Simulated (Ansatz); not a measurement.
# B₂NH₄ radical: a ladder of functionals and wavefunction methods

An exercise on one series of results from a longer session: the logs are not shown, and one member is left open.

The runs use Ansatz 0.2.0, Gaussian basis; functionals in def2-TZVPP, the program's frozen cores in correlated methods.

The runs, in order: LDA (SPW92), PBE-D4, revPBE-D4, BLYP-D4, r2SCAN-D4, B97M-V, PBE0-D4, B3LYP-D4, r2SCANh-D4, r2SCAN0-D4, HSE06-D4, BHLYP-D4, CAM-B3LYP-D4, LC-ωPBE, ωB97X-V, ωB97M-V, B2PLYP, PBE-QIDH; CCSD(T)/def2-SVP; CCSD(T)/def2-TZVPP; MP2/def2-QZVPP; extrapolation to the limit; RPA on PBE.

## The relaxed structure

All runs share one geometry, relaxed beforehand with PBE0-D4 in a triple-zeta def2 set.

SMILES `B[N]B`, 7 atoms, charge 0, spin multiplicity 2.

Atoms are counted from 1 here; the program's logs count them from 0.

Bond lengths: B1–N2 1.364 Å, B1–H4 1.203 Å, B1–H5 1.203 Å, N2–B3 1.364 Å, B3–H6 1.203 Å, B3–H7 1.203 Å. Angles: N2–B1–H4 120.0°, N2–B1–H5 119.8°, H4–B1–H5 120.2°, B1–N2–B3 179.5°, N2–B3–H6 119.8°, N2–B3–H7 120.0°, H6–B3–H7 120.2°.

Set-up of the first run:

Contents of in.yaml:

```yaml
crystal:
  periodic: [false, false, false]
  atoms:
    - {symbol: B, position_ang: [-1.116891, 0.208371, -0.746195]}
    - {symbol: N, position_ang: [0.009018, -0.016846, -0.009043]}
    - {symbol: B, position_ang: [1.134502, -0.229984, 0.732332]}
    - {symbol: H, position_ang: [-1.409714, -0.540977, -1.640554]}
    - {symbol: H, position_ang: [-1.814190, 1.157290, -0.499389]}
    - {symbol: H, position_ang: [1.422296, 0.533386, 1.616661]}
    - {symbol: H, position_ang: [1.836280, -1.179139, 0.500488]}
basis:
  gaussian: {orbitals: def2-TZVPP}
magnetization: {spin_polarized: true, initial_magnetization: 1}
hamiltonian: {xc: lda}
output: {orbitals: {seedname: orbitals}}
```

Steps of the session up to this table: LDA; PBE-D4 (GGA); revPBE-D4 (GGA); BLYP-D4 (GGA); r2SCAN-D4 (meta-GGA); B97M-V (meta-GGA); PBE0-D4 (hybrid); B3LYP-D4 (hybrid); r2SCANh-D4 (hybrid); r2SCAN0-D4 (hybrid); HSE06-D4 (hybrid); BHLYP-D4 (hybrid); CAM-B3LYP-D4 (range-separated); LC-ωPBE-D4 (range-separated; the results give it without D4); ωB97X-V (range-separated); ωB97M-V (range-separated); B2PLYP (double hybrid); PBE-QIDH (double hybrid).

One of the session's tables, all rows but one given; the rest of the session is left out.

It belongs to the step «Orbital energies across the functionals». 

```
  functional  HOMO (eV)  LUMO (eV)  gap (eV)
 LDA (SPW92)      -5.66      -4.55      1.11
      PBE-D4      -5.76      -4.24      1.51
   revPBE-D4          ?          ?         ?
     BLYP-D4      -5.67      -4.18      1.50
   r2SCAN-D4      -6.23      -3.73      2.50
      B97M-V      -6.18      -3.95      2.22
     PBE0-D4      -7.29      -3.03      4.26
    B3LYP-D4      -7.04      -3.41      3.64
  r2SCANh-D4      -6.80      -3.29      3.50
  r2SCAN0-D4      -7.64      -2.62      5.02
    HSE06-D4      -6.89      -3.42      3.47
    BHLYP-D4      -8.74      -1.68      7.06
CAM-B3LYP-D4      -8.69      -1.92      6.77
     LC-ωPBE     -10.05      -0.62      9.43
     ωB97X-V      -9.62      -0.90      8.71
     ωB97M-V      -9.42      -1.04      8.37
```

**Question.** Estimate the row for revPBE-D4.

The run gave: HOMO (eV): -5.75; LUMO (eV): -4.17; gap (eV): 1.58. In the column «HOMO (eV)» it lies between PBE-D4 (-5.76) and BLYP-D4 (-5.67).
